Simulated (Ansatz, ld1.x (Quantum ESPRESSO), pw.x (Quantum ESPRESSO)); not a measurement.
**What a changed setting does to a pw.x run (fcc H)**

Potential: norm-conserving Troullier–Martins (Kleinman–Bylander form), ld1.x (Quantum ESPRESSO) 7.5, PBEsol; core none, reference 1s1; waves: 2p channel at -0.05 Ry: rc 1.05 bohr; 1s (bound): rc 1.34 bohr; local part: the s channel; core correction: none.

The reference run (k-mesh 18³, cutoffs 40/160 Ry, Fermi–Dirac 0.01 Ry, mixing_beta 0.4, conv_thr 1e-9, no spin) gives 0.87 GPa at 2.917 Å³/atom, where all-electron LAPW gives -0.10 GPa. This run, with its own iteration cap, changes nspin = 2 with starting_magnetization to 0.2.

```
&control
  calculation='scf', prefix='x', pseudo_dir='./', outdir='./tmp', tstress=.true., disk_io='none'
/
&system
  ibrav=0, nat=1, ntyp=1, ecutwfc=40, ecutrho=160, nbnd=7,
  occupations='smearing', smearing='fd', degauss=0.01, nspin=2, starting_magnetization(1)=0.2
/
&electrons
  conv_thr=1e-09, mixing_beta=0.4, electron_maxstep=50
/
ATOMIC_SPECIES
H 1.0 H.UPF
CELL_PARAMETERS angstrom
  0.00000000 1.13405855 1.13405855
  1.13405855 0.00000000 1.13405855
  1.13405855 1.13405855 0.00000000
ATOMIC_POSITIONS crystal
H 0.0000 0.0000 0.0000
K_POINTS automatic
18 18 18 0 0 0
```

```bash
pw.x < H.scf.in > H.scf.out
```

Task: How does the run end?

Result: It converges in 7 iterations; the free energy moves by +0.0 meV/atom and the pressure by +0.00 GPa. The result is that of the reference run.

```
Message from routine setup:
     using ibrav=0 with symmetry is DISCOURAGED, use correct ibrav instead
     lattice parameter (alat)  =       3.0307  a.u.
     unit-cell volume          =      19.6849 (a.u.)^3
     number of electrons       =         1.00
     number of Kohn-Sham states=            7
     kinetic-energy cutoff     =      40.0000  Ry
     charge density cutoff     =     160.0000  Ry
     scf convergence threshold =      1.0E-09
     Exchange-correlation= PBESOL
     atomic species   magnetization
     number of k points=   195  Fermi-Dirac smearing, width (Ry)=  0.0100
     iteration #  1     ecut=    40.00 Ry     beta= 0.40
     total energy              =      -1.06804046 Ry
     estimated scf accuracy    <       0.00039919 Ry
     total magnetization       =     0.05 Bohr mag/cell
     absolute magnetization    =     0.05 Bohr mag/cell
     iteration #  2     ecut=    40.00 Ry     beta= 0.40
     total energy              =      -1.06898042 Ry
     estimated scf accuracy    <       0.00019895 Ry
     total magnetization       =     0.04 Bohr mag/cell
     absolute magnetization    =     0.04 Bohr mag/cell
     iteration #  3     ecut=    40.00 Ry     beta= 0.40
     total energy              =      -1.06948004 Ry
     estimated scf accuracy    <       0.00000163 Ry
     total magnetization       =     0.00 Bohr mag/cell
     absolute magnetization    =     0.00 Bohr mag/cell
     iteration #  4     ecut=    40.00 Ry     beta= 0.40
     total energy              =      -1.06948579 Ry
     estimated scf accuracy    <       0.00000041 Ry
     total magnetization       =    -0.00 Bohr mag/cell
     absolute magnetization    =     0.00 Bohr mag/cell
     iteration #  5     ecut=    40.00 Ry     beta= 0.40
     total energy              =      -1.06948711 Ry
     estimated scf accuracy    <       0.00000002 Ry
     total magnetization       =     0.00 Bohr mag/cell
     absolute magnetization    =     0.00 Bohr mag/cell
     iteration #  6     ecut=    40.00 Ry     beta= 0.40
     total energy              =      -1.06948722 Ry
     estimated scf accuracy    <          4.7E-09 Ry
     total magnetization       =    -0.00 Bohr mag/cell
     absolute magnetization    =     0.00 Bohr mag/cell
     iteration #  7     ecut=    40.00 Ry     beta= 0.40
     the Fermi energy is     4.0564 ev
!    total energy              =      -1.06948724 Ry
     estimated scf accuracy    <          7.0E-10 Ry
     smearing contrib. (-TS)   =      -0.00044561 Ry
     The total energy is F=E-TS. E is the sum of the following terms:
     one-electron contribution =       0.64765455 Ry
     hartree contribution      =       0.01621955 Ry
     xc contribution           =      -0.66321574 Ry
     ewald contribution        =      -1.06969999 Ry
     total magnetization       =     0.00 Bohr mag/cell
     absolute magnetization    =     0.00 Bohr mag/cell
     convergence has been achieved in   7 iterations
          total   stress  (Ry/bohr**3)                   (kbar)     P=        8.74
     Message from routine punch:
     Nothing written, as per user request (disk_io='none')
```

The run took about 3.1 s on one core of a shared host (Neoverse-V1, 64 threads, 495 GiB, load 42).
